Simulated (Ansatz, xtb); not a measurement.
# BClH3Si+: where a starting geometry ends

The starting geometry of this gas-phase singlet has its atoms placed at random.

```xyz
6

B     1.4578    0.2699   -0.8249
Cl   -0.9228    0.2806   -0.3822
Si   -0.9898    0.3184    1.7629
H    -1.4297   -0.5516    1.0389
H    -1.2134   -0.7654   -0.7257
H     1.6973   -0.7358   -0.8586
```

Question: One run relaxed it with r2SCAN-D4/def2-SVP. What is a likely outcome?

Answer: It ends as a structure with Cl2 bridging B1 and Si3, given below by its coordinates. Distances that change by over a tenth: B1–H6 (1.03 → 1.19 Å), Cl2–Si3 (2.15 → 2.39 Å), Cl2–H4 (1.72 → 2.77 Å), Si3–H4 (1.21 → 1.52 Å). Contacts that open: Cl2–H5 (1.14 → 2.59 Å). Contacts that close: B1–Cl2 (2.42 → 1.84 Å), B1–H5 (2.87 → 1.19 Å).

The energy falls by 9.81 eV over 40 steps:

```
step  E − E(last) (eV)
   1             9.815
   5             5.266
  10             5.113
  14             4.908
  18             4.673
  23             2.910
  27             2.136
  31             1.273
  36             0.008
  40             0.000
```

Final geometry (Å):

```yaml
atoms:
  - { symbol: B, position_ang: [0.7059, -0.2837, -0.7043] }
  - { symbol: Cl, position_ang: [-0.2746, 1.0759, 0.0438] }
  - { symbol: Si, position_ang: [-2.0961, 0.3540, 1.4067] }
  - { symbol: H, position_ang: [-1.6786, -1.0745, 1.0777] }
  - { symbol: H, position_ang: [0.3416, -1.3880, -0.4407] }
  - { symbol: H, position_ang: [1.6012, 0.1326, -1.3728] }
```

From the same start GFN2-xTB ends elsewhere, differing in B1–Si3 (1.83 against 3.57 Å here), B1–H5 (2.48 against 1.19 Å here), Cl2–Si3 (3.17 against 2.39 Å here), Cl2–H5 (1.28 against 2.59 Å here).

From so rough a start the end depends on the optimiser's path, so another program may land elsewhere. No frequencies were run, so the end isn't proven a minimum. Run with Ansatz 0.2.0, 2.5 min on 1 thread of AMD EPYC (Zen 3), on a shared host.
